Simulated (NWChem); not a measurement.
Correlation energy of ammonia (H₃N)

SMILES: N
```xyz
4

N      0.0016     0.1283     0.0000
H     -0.4728    -0.2934     0.8124
H     -0.4728    -0.2934    -0.8124
H      0.9343    -0.3110     0.0000
```
Charge 0, spin multiplicity 1.

All runs are NWChem calculations. The geometry was optimised at PBE/def2-SVP, a minimum by its harmonic frequencies.

Basis set: cc-pVDZ. Each correlation energy counts from its own Hartree-Fock reference.

The correlated methods keep 1 core orbital frozen. Coupled-cluster values serve here as a point of comparison, not as the truth.

Task: Order these methods by the correlation energy they give, lowest first: RI-MP2, CR-CCSD[T], CCSD.

Result: CR-CCSD[T] (-207.9 mHa), CCSD (-204.4 mHa), RI-MP2 (-188.0 mHa)
